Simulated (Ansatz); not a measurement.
I need a ladder of methods at one geometry of H₈Si₃, SMILES [SiH3][SiH2][SiH3]. Use Ansatz 0.2.0 through its Python package. Settings (for the species named): MP2, cc-pVDZ basis, multiplicity 1. The script varies method: mp2, ccsd, ccsd_t.

```yaml
atoms:
  - { symbol: Si, position_ang: [-1.1777, 1.2647, -0.4695] }
  - { symbol: Si, position_ang: [-0.4993, -0.8624, -0.3158] }
  - { symbol: Si, position_ang: [1.5263, -0.7114, 0.6829] }
  - { symbol: H, position_ang: [-2.4907, 1.3727, -1.1312] }
  - { symbol: H, position_ang: [-0.2795, 2.1100, -1.3153] }
  - { symbol: H, position_ang: [-1.3336, 1.9447, 0.8648] }
  - { symbol: H, position_ang: [-0.3576, -1.4892, -1.6585] }
  - { symbol: H, position_ang: [-1.3985, -1.6627, 0.4960] }
  - { symbol: H, position_ang: [1.4406, -0.0657, 2.0800] }
  - { symbol: H, position_ang: [2.4908, 0.1069, -0.1024] }
  - { symbol: H, position_ang: [2.1445, -2.0647, 0.8897] }
```

Script `h8si3_methods.py`:
```python
import ansatz as az
from ase import Atoms

atoms = Atoms(['Si', 'Si', 'Si', 'H', 'H', 'H', 'H', 'H', 'H', 'H', 'H'], positions=[
    (-1.1777, 1.2647, -0.4695),
    (-0.4993, -0.8624, -0.3158),
    (1.5263, -0.7114, 0.6829),
    (-2.4907, 1.3727, -1.1312),
    (-0.2795, 2.11, -1.3153),
    (-1.3336, 1.9447, 0.8648),
    (-0.3576, -1.4892, -1.6585),
    (-1.3985, -1.6627, 0.496),
    (1.4406, -0.0657, 2.08),
    (2.4908, 0.1069, -0.1024),
    (2.1445, -2.0647, 0.8897),
])
geometry = az.Crystal.molecule_from_ase(atoms)

setup = geometry.calculation().basis(gaussian='cc-pVDZ')

methods = ['mp2', 'ccsd', 'ccsd_t']
reports = [setup.correlation(m).run(threads=1, pin='off').report for m in methods]
print(f'Hartree-Fock reference {reports[0]["reference_energy_ev"] / 27.211386246:.6f} Ha')
best = reports[-1]['free_energy_ev'] - reports[-1]['reference_energy_ev']
for method, each in zip(methods, reports):
    gained = each['free_energy_ev'] - each['reference_energy_ev']
    print(f'{method:8s} total {each["free_energy_ev"] / 27.211386246:.6f} Ha  correlation {gained:9.4f} eV  ({100 * gained / best:.1f} % of the last)')
```

```console
$ python h8si3_methods.py
Hartree-Fock reference -871.424492 Ha
mp2      total -871.740597 Ha  correlation   -8.6017 eV  (79.5 % of the last)
ccsd     total -871.812037 Ha  correlation  -10.5456 eV  (97.5 % of the last)
ccsd_t   total -871.822007 Ha  correlation  -10.8169 eV  (100.0 % of the last)
```

Total energies depend on the basis set; only differences at equal settings carry meaning. The geometry is a force-field or estimated start, not a minimum of this method, and the basis set is short of its limit. A lower total doesn't mark the better method: functionals have no common bound, and MP2 and coupled cluster aren't variational. Inner cores stay frozen, so this is valence correlation. For Al to Cl the sets with a tight d function, cc-pV(X+d)Z, are usual. Timing: 9.4 s on 1 thread of Intel(R) Xeon(R) Platinum 8488C (Sapphire Rapids), on a shared host, peak memory 0.37 GiB.

(Lines on the test bed's own set-up are left out of the output.)
